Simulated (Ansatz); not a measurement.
This geometry of CH7AlS (10 atoms, charge 0, multiplicity 1) is a first-order saddle point.

Method: Ansatz 0.2.0, RKS PBE0/def2-SVP.

```xyz
10
Properties=species:S:1:pos:R:3
Al 0.140 -0.340 0.121
C -0.055 -0.088 2.187
H -0.945 -0.348 2.782
H 0.845 -0.276 2.793
H -0.121 1.010 2.047
H 1.647 -0.083 -0.301
H -1.152 0.179 -0.644
S -0.127 -2.728 0.530
H -1.472 -2.699 0.387
H -0.153 -1.517 1.544
```

(1) Which two structures does it join? (They come from a converged band through this point; their orientation in space is the band's.)

(2) How far does it lie above each of them?

## Answers

(1) Bonds broken: Al1–C2, S8–H10. Bonds formed: C2–H10. CH7AlS becomes AlH3S + CH4.

First end point:

```xyz
10
Properties=species:S:1:pos:R:3
Al 0.088 -0.083 0.250
C -0.128 0.285 2.178
H -1.131 0.029 2.559
H 0.616 -0.236 2.804
H 0.010 1.364 2.368
H 1.567 -0.168 -0.359
H -1.126 0.251 -0.741
S -0.312 -2.644 0.201
H -1.444 -2.688 0.938
H 0.468 -2.998 1.247
```

Last end point:

```xyz
10
Properties=species:S:1:pos:R:3
Al 0.020 -0.752 -0.313
C 0.008 -0.032 2.609
H -0.925 0.191 3.141
H 0.857 -0.029 3.305
H 0.178 0.743 1.846
H 1.486 -0.166 -0.417
H -1.310 0.099 -0.453
S -0.142 -2.942 -0.225
H -1.494 -2.958 -0.220
H -0.071 -1.042 2.171
```

(2) 60.3 kJ/mol above the first and 140.8 kJ/mol above the second. This is the barrier of this one path; another mechanism may lie lower. The orbitals stay closed-shell, which can raise the energy where a bond breaks towards radicals; this wasn't checked here.

The run took 2.8 min on 2 threads of Arm Neoverse V2 (shared host), peak memory 0.16 GiB.
